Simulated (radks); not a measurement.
**Ionisation of N²⁺: one atom, several choices of exchange strength α**

Aim: the ionisation energy of N²⁺ ([He] 2s2 2p1) to N³⁺ ([He] 2s2) for each choice of exchange strength α, and which comes nearest the tabulated value.

Program: radks (a radial shooting solver on a logarithmic mesh, Libxc functionals) version 1. Level of theory: Dirac Kohn-Sham, spin-unpolarised, spherical densities, finite nucleus; open shells are shared between the two j in proportion to 2j + 1. These are calculated values, not measurements, unless marked.

### 1 The atom as given

- element: nitrogen (Z = 7)
- charge: +2
- electrons: 5
- configuration: [He] 2s2 2p1
- ion: N³⁺, [He] 2s2
- choices: α = 0.667; α = 0.779; α = 0.787; α = 0.855; α = 0.888

The outer shells:

N²⁺
```
[He] core
2s [↑↓]
2p [↑ ][  ][  ]
```

N³⁺
```
[He] core
2s [↑↓]
```

### 2 α = 0.667: N²⁺

Settings of this run:

```text
Z 7
configuration [He] 2s2 2p1
relativity Dirac
functional xalpha 0.667
spin unpolarised
j_filling average
nucleus finite rms 2.5582 fm
c 137.035999084
```

### 3 α = 0.667: N³⁺

Settings, as their differences from step 2:

```diff
@@ -1,3 +1,3 @@
 Z 7
-configuration [He] 2s2 2p1
+configuration [He] 2s2
 relativity Dirac
```

### 4 α = 0.779: N²⁺

Settings of this run:

```text
Z 7
configuration [He] 2s2 2p1
relativity Dirac
functional xalpha 0.779
spin unpolarised
j_filling average
nucleus finite rms 2.5582 fm
c 137.035999084
```

### 5 α = 0.779: N³⁺

Settings, as their differences from step 4:

```diff
@@ -1,3 +1,3 @@
 Z 7
-configuration [He] 2s2 2p1
+configuration [He] 2s2
 relativity Dirac
```

### 6 α = 0.787: N²⁺

Settings of this run:

```text
Z 7
configuration [He] 2s2 2p1
relativity Dirac
functional xalpha 0.787
spin unpolarised
j_filling average
nucleus finite rms 2.5582 fm
c 137.035999084
```

### 7 α = 0.787: N³⁺

Settings, as their differences from step 6:

```diff
@@ -1,3 +1,3 @@
 Z 7
-configuration [He] 2s2 2p1
+configuration [He] 2s2
 relativity Dirac
```

### 8 α = 0.855: N²⁺

Settings of this run:

```text
Z 7
configuration [He] 2s2 2p1
relativity Dirac
functional xalpha 0.855
spin unpolarised
j_filling average
nucleus finite rms 2.5582 fm
c 137.035999084
```

### 9 α = 0.855: N³⁺

Settings, as their differences from step 8:

```diff
@@ -1,3 +1,3 @@
 Z 7
-configuration [He] 2s2 2p1
+configuration [He] 2s2
 relativity Dirac
```

### 10 α = 0.888: N²⁺

Settings of this run:

```text
Z 7
configuration [He] 2s2 2p1
relativity Dirac
functional xalpha 0.888
spin unpolarised
j_filling average
nucleus finite rms 2.5582 fm
c 137.035999084
```

### 11 α = 0.888: N³⁺

Settings, as their differences from step 10:

```diff
@@ -1,3 +1,3 @@
 Z 7
-configuration [He] 2s2 2p1
+configuration [He] 2s2
 relativity Dirac
```

Q: Predict the outcome of this session. Wanted: for each run, exchange strength α; E(N²⁺); Δ-SCF; −ε(HOMO); <r> HOMO; error.

**Answer**, as computed:

```
exchange strength α  E(N²⁺) (hartree)  Δ-SCF (eV)  −ε(HOMO) (eV)  <r> HOMO (bohr)  error (eV)
          α = 0.667         -52.13731      45.578         36.053            1.144       -1.87
          α = 0.779         -52.96810      47.762         38.138            1.120       +0.32
          α = 0.787         -53.02776      47.920         38.289            1.118       +0.47
          α = 0.855         -53.53663      49.273         39.587            1.104       +1.83
          α = 0.888         -53.78471      49.937         40.224            1.097       +2.49
```

The NIST Atomic Spectra Database lists 47.445 eV (semi-empirical). The smallest miss is that of α = 0.779 (+0.32 eV), the largest that of α = 0.888 (+2.49 eV). The ionisation energies span 4.36 eV, the total energies of N²⁺ 44.8 eV: most of the change in the total cancels in the difference. α = 2/3 is LDA exchange; there is no correlation term. The tabulated value is met near α = 0.76. Spin polarisation and multiplet splitting are left out, so open shells lie too high by an amount that depends on their filling.
